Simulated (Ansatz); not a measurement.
**NH₂O (doublet): the correlation ladder, cc-pVDZ**

An exercise on one series of results from a longer session: the logs are not shown, and one member is left open.

Program: Ansatz 0.2.0, Gaussian basis. Level of theory: cc-pVDZ, core rule «outside noble gas», up to 2 orbitals frozen. These are calculated values, not measurements.

The runs, in order: UHF; CCSD(T) on ROHF; CCSD(T) on UHF; BCCD(T) on ROHF; CISD; CCSDT(Q) on ROHF; CCSDT(Q) on UHF; CASSCF and MRCISD+Q, 13 electrons in 10 orbitals; CASSCF and NEVPT2, 13 electrons in 10 orbitals.

18 further runs of the same task are left out: 9 that didn't finish, 9 set aside as unsound or not needed.

**What is computed**

The geometry is a PBE0/def2-TZVP stationary point (not a proven minimum).

4 atoms, charge 0, spin multiplicity 2.

Atoms are counted from 1 here; the program's logs count them from 0.

Bond lengths: N1–O2 1.262 Å, N1–H3 1.014 Å, N1–H4 1.014 Å. Angles: O2–N1–H3 120.2°, O2–N1–H4 120.2°, H3–N1–H4 119.6°.

The first run:

The input, in.yaml:

```yaml
crystal:
  periodic: [false, false, false]
  atoms:
    - {symbol: N, position_ang: [0.000000, 0.000000, 0.598418]}
    - {symbol: O, position_ang: [0.000000, 0.000000, -0.663532]}
    - {symbol: H, position_ang: [0.000000, 0.876220, 1.108323]}
    - {symbol: H, position_ang: [0.000000, -0.876220, 1.108323]}
basis:
  gaussian: {orbitals: cc-pVDZ}
magnetization: {spin_polarized: true, initial_magnetization: 1}
hamiltonian: {xc: hf}
output: {orbitals: {seedname: orbitals}}
```

Run with:

```sh
$ ansatz run in.yaml --threads 1 --pin off --events-out ev --progress --plain --max-ram 2393MiB
```

Steps of the session up to this table: UHF; CCSD(T) on ROHF; CCSD(T) on UHF; BCCD(T) on ROHF; CISD; CCSDT(Q) on ROHF; CCSDT(Q) on UHF; CASSCF and MRCISD+Q, 13 electrons in 10 orbitals; CASSCF and NEVPT2, 13 electrons in 10 orbitals.

One of the session's tables, all rows but one given; the rest of the session is left out.

```
          method  from UCCSDT(Q) (meV)
            ROHF              +10035.3
             UHF               +9841.4
            RMP2                +765.3
            UMP2                +816.4
            CISD                +991.1
           RCCSD                +267.4
           UCCSD                +259.4
        RCCSD(T)                 +39.0
        UCCSD(T)                 +38.4
         BCCD(T)                     ?
          RCCSDT                 +28.3
          UCCSDT                 +27.1
       RCCSDT(Q)                  +0.5
       UCCSDT(Q)                     0
  CASSCF valence               +7319.6
  NEVPT2 valence               +1103.1
  MRCISD valence                +481.8
MRCISD+Q valence                 +43.9
```

Q: Estimate the row for BCCD(T) from the others.

**Answer.** from UCCSDT(Q) (meV): +37.9. In the column «from UCCSDT(Q) (meV)» it lies between RCCSDT (+28.3) and UCCSD(T) (+38.4).

With the free atoms at the same levels and basis (separate runs), the atomisation energy is 10.315 eV at UCCSDT(Q), 10.289 eV at RCCSD(T), 10.286 eV at UCCSD(T), 6.072 eV at ROHF.

Caveats from the session: Restricted and unrestricted rows rest on different reference determinants; where their highest levels disagree by more than a few hundredths of an eV, they describe different states and don't form one ladder.
